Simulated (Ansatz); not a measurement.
Species: C₂H₂F, charge 0, doublet. C2H2F (SMILES C=[C]F, doublet).
B3LYP-D3(BJ)/def2-TZVP minimum from Ansatz (a first-principles code):
```xyz
5

C     -0.0030     0.4279    -0.0061
C      1.2000    -0.0902     0.0004
F     -1.1765    -0.1568     0.0031
H      1.3403    -1.1676     0.0158
H      2.0667     0.5527    -0.0094
```
Charge 0, spin multiplicity 2.

Wanted: atomisation energy (electronic, to ground-state atoms), in kJ/mol. Open shells are spin-unrestricted; no spin-orbit coupling. Correlated methods leave the cores frozen. Rows without X2C or -DK are non-relativistic. CBS(X,Y): correlation extrapolated as X^-3, Hartree-Fock from the larger set (Q,5: extrapolated as (X+1)exp(-9√X)). A bracket is a step between two methods taken in the basis named. '+ core + X2C': CCSD(T) terms for core correlation (cc-pwCVTZ) and scalar relativity (cc-pVTZ-DK). For partners of very few electrons the exact lower level stands in for a higher one. The UHF reference of C2H2F (C=[C]F, doublet) is spin-contaminated (<S^2> up to 0.18 over the pure value in the sets run).

```json
[
 {"level": "CCSD(T)/CBS(cc-pVQZ,cc-pV5Z)", "program": "Ansatz", "atomisation energy (kJ/mol)": "1890.4"}
]
```

Question: Estimate the value at CCSD(T)/CBS(cc-pVQZ,cc-pV5Z) + [CCSDT(Q) - CCSD(T)]/cc-pVDZ + core + X2C (Ansatz).

Answer: 1901.8 kJ/mol; the difference of CCSD(T)/CBS(cc-pVQZ,cc-pV5Z) is -11.4 kJ/mol.
